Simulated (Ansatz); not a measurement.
Hydrogen sulfide (`S`): measurement beside calculation (Ansatz, PBE0-D4/def2-TZVP geometry).

Z-matrix (Å, degrees):
```
S
H 1 1.341
H 1 1.341 2 92.3
```

Measured: 84432 ± 2 cm⁻¹ (ionisation energy: first adiabatic ionization potential of ground-state H2S, literature value quoted by the paper). Source: Ultraviolet photolysis of H2S and its implications for SH radical production in the interstellar medium, 2020 (pmc:7093389).

```tsv
level	vertical IE (eV)	minus measured (eV)
PBE-D4/def2-TZVPP	10.37	-0.10
r2SCAN-D4/def2-TZVPP	10.32	-0.15
PBE0-D4/def2-TZVPP	10.34	-0.12
B3LYP-D4/def2-TZVPP	10.42	-0.04
ωB97X-V/def2-TZVPP	10.41	-0.06
ωB97M-V/def2-TZVPP	10.40	-0.06
B2PLYP/def2-TZVPP	10.32	-0.15
HF/def2-TZVPP	9.19	-1.27
MP2/def2-TZVPP	10.32	-0.15
CCSD/def2-TZVPP	10.24	-0.23
CCSD(T)/def2-TZVPP	10.30	-0.16
HF/def2-QZVPP	9.20	-1.27
MP2/def2-QZVPP	10.44	-0.03
CCSD/def2-QZVPP	10.35	-0.12
CCSD(T)/def2-QZVPP	10.42	-0.04
HF/CBS(def2)	9.20	-1.27
MP2/CBS(def2)	10.52	0.05
CCSD/CBS(def2)	10.42	-0.05
CCSD(T)/CBS(def2)	10.51	0.04
−ε(HOMO), LDA (SPW92)	6.30	-4.17
−ε(HOMO), PBE	6.20	-4.27
−ε(HOMO), revPBE	6.16	-4.31
−ε(HOMO), BLYP	6.04	-4.43
−ε(HOMO), r2SCAN	6.49	-3.98
−ε(HOMO), B97M-V	6.56	-3.91
−ε(HOMO), PBE0	7.49	-2.98
−ε(HOMO), B3LYP	7.23	-3.23
−ε(HOMO), r2SCANh	6.97	-3.50
−ε(HOMO), r2SCAN0	7.68	-2.79
−ε(HOMO), HSE06	7.08	-3.38
−ε(HOMO), BHLYP	8.62	-1.84
−ε(HOMO), CAM-B3LYP	8.87	-1.60
−ε(HOMO), LC-ωPBE	10.34	-0.13
−ε(HOMO), ωB97X-V	9.93	-0.54
−ε(HOMO), ωB97M-V	9.74	-0.72
```

Computed values are vertical and leave out zero-point energy and spin–orbit coupling, so an adiabatic measurement lies lower by the cation's relaxation.

Measured: 2625 cm⁻¹ (S-H stretch, characteristic absorption peak, FTIR absorption); 2602 cm⁻¹ (nu1 symmetric H-S stretching, Raman spectroscopy, 532 nm); 2614 cm⁻¹ (nu1 symmetric SH stretch of the neutral monomer); 2628 cm⁻¹ (nu3 asymmetric SH stretch of the neutral monomer). Source: Electrochemical and Infrared Absorption Spectroscopy Detection of SF6 Decomposition Products, 2017 (pmc:5713036); Phase transitions in natural C-O-H-N-S fluid inclusions - implications for gas mixtures and the behavior of solid H2S at low temperatures, 2021 (pmc:8633383); Spectroscopic observation of two-center three-electron bonded (hemi-bonded) structures of (H2S)n + clusters in the gas phase, 2017 (pmc:5433515).

Harmonic PBE0-D4 wavenumbers (cm⁻¹, unscaled): 1209, 2725, 2740. Fundamentals include anharmonicity and usually lie a few per cent under these; harmonic values from spectra compare directly.

Enthalpy of formation at 298 K: -4.9 kcal/mol (zero for an element's reference state; older measured values of the G2 set, as listed by Staroverov and co-workers, J. Chem. Phys. 119, 12129, 2003). With their computed zero-point and thermal terms and the atoms' enthalpies of Curtiss and co-workers (1997) it gives an electronic atomization energy of 182.4 kcal/mol.

```tsv
level	atomization (kcal/mol)	error	error per bond
LDA (SPW92)	206.4	23.9	12.0
PBE-D4	182.5	0.0	0.0
revPBE-D4	179.4	-3.0	-1.5
BLYP-D4	181.6	-0.9	-0.4
r2SCAN-D4	182.4	0.0	0.0
B97M-V	185.4	2.9	1.5
PBE0-D4	180.1	-2.3	-1.2
B3LYP-D4	182.6	0.1	0.1
r2SCANh-D4	181.4	-1.0	-0.5
r2SCAN0-D4	180.0	-2.4	-1.2
HSE06-D4	180.3	-2.2	-1.1
BHLYP-D4	177.8	-4.6	-2.3
CAM-B3LYP-D4	182.2	-0.2	-0.1
ωB97X-V	184.0	1.6	0.8
ωB97M-V	184.9	2.5	1.2
B2PLYP	180.1	-2.3	-1.2
PBE-QIDH	178.9	-3.6	-1.8
PBE	182.1	-0.3	-0.2
revPBE	178.1	-4.4	-2.2
BLYP	180.8	-1.7	-0.8
r2SCAN	182.4	-0.1	0.0
PBE0	179.9	-2.6	-1.3
B3LYP	182.0	-0.4	-0.2
r2SCANh	181.4	-1.1	-0.5
r2SCAN0	179.9	-2.5	-1.3
HSE06	180.0	-2.4	-1.2
BHLYP	177.5	-5.0	-2.5
CAM-B3LYP	182.0	-0.5	-0.2
LC-ωPBE	177.5	-5.0	-2.5
HF/def2-TZVPP	129.3	-53.2	-26.6
MP2/def2-TZVPP	176.1	-6.3	-3.2
SCS-MP2/def2-TZVPP	178.9	-3.6	-1.8
CCSD/def2-TZVPP	176.6	-5.8	-2.9
CCSD(T)/def2-TZVPP	178.7	-3.8	-1.9
HF/def2-QZVPP	129.6	-52.9	-26.4
MP2/def2-QZVPP	179.2	-3.2	-1.6
SCS-MP2/def2-QZVPP	182.4	-0.1	0.0
CCSD/def2-QZVPP	179.4	-3.0	-1.5
CCSD(T)/def2-QZVPP	181.7	-0.7	-0.4
HF/CBS(def2)	129.6	-52.8	-26.4
MP2/CBS(def2)	181.4	-1.0	-0.5
CCSD/CBS(def2)	181.4	-1.1	-0.5
CCSD(T)/CBS(def2)	183.8	1.3	0.7
```

Functionals use def2-TZVPP; B3LYP here is the variant with VWN-RPA as its local correlation; programs differ in this. The calculations leave out spin–orbit coupling, scalar relativity and, for the correlated methods, core correlation; together these are worth up to about 1 kcal/mol a heavy atom. HSE06 is defined as in plane-wave codes. CBS extrapolates def2-TZVPP and def2-QZVPP. T1 = 0.010.
